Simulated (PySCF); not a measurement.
## Name the molecule from its bond curve

A diatomic of charge 0 contains Cl. Its doublet curve at ωB97M-V in a triple-zeta basis (spin-free X2C with a Gaussian nucleus, PySCF), in eV from the separated fragments:

R (Å), E (eV) and a bar:
```
    1.903     -2.302 #############################
    1.992     -2.761 #############
    2.080     -3.014 ####
    2.147     -3.105 #
    2.213     -3.134 
    2.279     -3.114 #
    2.368     -3.033 ###
    2.479     -2.871 #########
    2.611     -2.626 #################
    2.788     -2.260 ##############################
```

The fit gives ωe = 452 cm⁻¹ and the rotational constant Bₑ = 0.2413 cm⁻¹.

**Question.** Which atom is the partner?

**Answer.** The minimum lies at 2.216 Å, so the reduced mass is 16.8576 u Å² cm⁻¹/(Bₑ·Re²) = 14.23 u. With Cl at 34.97 u the partner weighs about 24.0 u: Mg. The molecule is MgCl.

The state is the lowest determinant that a PBE0 search found; another state may lie lower at other levels.
